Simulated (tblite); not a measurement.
Compound: C4H7N2 (doublet state).
SMILES with atom numbers: `[CH3:1]/[N:2]=[CH:3]/[C:4]([CH3:5])=[N:6]` (hydrogens: H7, H8, H9 on C1; H10 on C3; H11, H12, H13 on C5)
Bond orders are those of one Lewis drawing.

Computed with GFN2-xTB (tblite), gas phase: L-BFGS steps from a force-field or distance-geometry start until the largest atomic force falls under 0.01 eV/Å.

Step 14: E = -485.7373 eV
```
atom  x, y, z in Å  |  force x, y, z in eV/Å
C1      2.1829   -0.0851    0.5795   -0.018  -0.004  -0.015
N2      0.7734    0.0567    0.4113    0.036   0.000   0.010
C3      0.2228   -0.3010   -0.6545    0.060  -0.036  -0.035
C4     -1.2421   -0.1692   -0.8630    0.020  -0.050  -0.170
C5     -2.0059    0.4186    0.2975   -0.068  -0.013  -0.059
N6     -1.7542   -0.5215   -1.9255   -0.065   0.049   0.118
H7      2.3558   -0.7219    1.4487    0.009   0.076   0.018
H8      2.6857   -0.5191   -0.2953   -0.010   0.004   0.007
H9      2.6002    0.9024    0.7834   -0.014  -0.041   0.066
H10     0.7467   -0.7333   -1.5117    0.094  -0.021  -0.022
H11    -3.0484    0.4614    0.0186   -0.279   0.061   0.037
H12    -1.8829   -0.2015    1.1770    0.109  -0.100   0.058
H13    -1.6384    1.4139    0.5164    0.127   0.076  -0.014
```

Step 15: E = -485.7424 eV
```
atom  x, y, z in Å  |  force x, y, z in eV/Å
C1      2.1684   -0.0813    0.5836    0.052  -0.012  -0.005
N2      0.7609    0.0526    0.3998    0.116  -0.026  -0.042
C3      0.2222   -0.3073   -0.6713    0.022  -0.045  -0.024
C4     -1.2446   -0.1736   -0.8712    0.022  -0.022  -0.156
C5     -1.9928    0.4170    0.2985   -0.060  -0.006  -0.032
N6     -1.7662   -0.5205   -1.9299   -0.083   0.028   0.080
H7      2.3386   -0.7130    1.4559   -0.011   0.042   0.050
H8      2.6904   -0.5137   -0.2806   -0.045  -0.001  -0.019
H9      2.5815    0.9059    0.7923   -0.024   0.009   0.063
H10     0.7478   -0.7405   -1.5297    0.061   0.019   0.052
H11    -3.0396    0.4673    0.0358   -0.248   0.058   0.039
H12    -1.8576   -0.1993    1.1784    0.084  -0.152   0.053
H13    -1.6133    1.4069    0.5207    0.113   0.107  -0.059
```

Step 16: E = -485.7467 eV
```
atom  x, y, z in Å  |  force x, y, z in eV/Å
C1      2.1571   -0.0784    0.5867    0.104  -0.012   0.015
N2      0.7524    0.0487    0.3894    0.146  -0.040  -0.074
C3      0.2225   -0.3132   -0.6855   -0.019  -0.037  -0.007
C4     -1.2459   -0.1772   -0.8790   -0.003   0.017  -0.084
C5     -1.9837    0.4158    0.2992   -0.035   0.007   0.011
N6     -1.7782   -0.5192   -1.9325   -0.101   0.001   0.012
H7      2.3239   -0.7043    1.4627   -0.023   0.002   0.071
H8      2.6935   -0.5094   -0.2688   -0.055  -0.008  -0.038
H9      2.5652    0.9088    0.8011   -0.024   0.052   0.049
H10     0.7503   -0.7465   -1.5442    0.033   0.043   0.096
H11    -3.0367    0.4733    0.0511   -0.124   0.047   0.056
H12    -1.8345   -0.2000    1.1794    0.039  -0.146  -0.006
H13    -1.5902    1.4020    0.5226    0.060   0.073  -0.102
```

Problem. Estimate the geometry and energy of step 17. (The exact step hangs on the optimiser's Hessian estimate; all steps are aligned on step 16, rigid shifts and turns removed.)

Solution. E = -485.7500 eV, largest force 0.133 eV/Å
```
atom  x, y, z in Å  |  force x, y, z in eV/Å
C1      2.1519   -0.0769    0.5888    0.111  -0.006   0.031
N2      0.7496    0.0455    0.3815    0.113  -0.032  -0.062
C3      0.2228   -0.3175   -0.6943   -0.041  -0.016   0.010
C4     -1.2465   -0.1789   -0.8850   -0.037   0.042   0.001
C5     -1.9794    0.4154    0.2998   -0.003   0.013   0.034
N6     -1.7880   -0.5182   -1.9336   -0.106  -0.016  -0.041
H7      2.3141   -0.6984    1.4684   -0.020  -0.024   0.070
H8      2.6946   -0.5069   -0.2623   -0.031  -0.014  -0.045
H9      2.5543    0.9113    0.8079   -0.015   0.068   0.030
H10     0.7531   -0.7497   -1.5520    0.017   0.040   0.091
H11    -3.0380    0.4782    0.0621    0.015   0.032   0.074
H12    -1.8188   -0.2032    1.1793   -0.004  -0.100  -0.075
H13    -1.5741    1.3998    0.5215    0.001   0.013  -0.119
```

The energy changes by -0.0033 eV. The first-order estimate −F·Δx gives -0.0045 eV and the mean of the old and new forces, exact on a quadratic surface, -0.0032 eV. The step makes an angle of 72° with the force vector and moves no atom by more than 0.016 Å.

What follows is the cost of the whole relaxation. The run took 0.1 s wall on an Arm Neoverse V2 with one thread, no GPU (shared host).
